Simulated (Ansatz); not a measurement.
System: HS, charge -1, multiplicity 1. Whether it binds its extra electron was not tested at this geometry. 
Structure (B3LYP-D3(BJ)/def2-TZVP (Ansatz, a quantum-chemistry and plane-wave program) minimum search):
```xyz
2

S      0.0000     0.0000    -0.0794
H      0.0000     0.0000     1.2697
```
Charge -1, spin multiplicity 1.

Basis-set convergence of Hartree-Fock and MP2 correlation energies (hartree) with Ansatz. Cores are frozen in the correlated levels unless marked. Spin-orbit coupling is left out. Non-relativistic.

```tsv
basis	functions	E(HF)	E(corr, MP2)
aug-cc-pV(D+d)Z	41	-398.13557	-0.16154
aug-cc-pV(T+d)Z	78	-398.14618	-0.20036
aug-cc-pV(Q+d)Z	135	-398.14912	-0.21493
```

Extrapolating the two largest sets (X = 3 and 4) as X^-3: E(corr) = (64·(-0.21493) - 27·(-0.20036))/37 = -0.2256 Eh, an estimate of the basis-set limit. The largest set recovers 95.3 % of it, the smallest 71.6 %.
